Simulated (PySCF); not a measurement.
# CHNO (HOCN): the cost of one run

Computed with PySCF 2.14.0, with density-fitted response routines of our own, on a single molecule, in the gas phase or a continuum. Atoms count from 0, in the outputs and in this text.

## (1) The molecule as given

4 atoms, charge 0, multiplicity 1; geometry from: GFN2-xTB. The atoms were then displaced at random by about 0.01 Å, so the start is not that level's minimum.

Bonds of the start (Å): N0–C1 1.17, C1–O2 1.29, O2–H3 0.94.

## (2) Geometry optimisation at PBE0-D3(BJ)/def2-TZVP

The job: settings as JSON, then the geometry in Å.

```
{"job": {"xc": "PBE0", "basis": "def2-TZVP", "d3": "d3bj", "grid": 2, "shake": 0.01, "kind": "geom"}, "charge": 0, "multiplicity": 1}
N      1.590510    -0.288760     0.040330
C      0.445070    -0.049040    -0.022230
O     -0.819130     0.212780    -0.031930
H     -1.178460     0.099640    -0.890820
```

On the command line:

```
$ OMP_NUM_THREADS=1 python probes_run.py task.json out
```

This one command runs all jobs of the session in turn.

Q: Estimate the wall time and peak memory of this first job on 1 thread of Intel Xeon 6975P-C, shared host.

About 7.8 s, with a peak of 0.39 GiB.
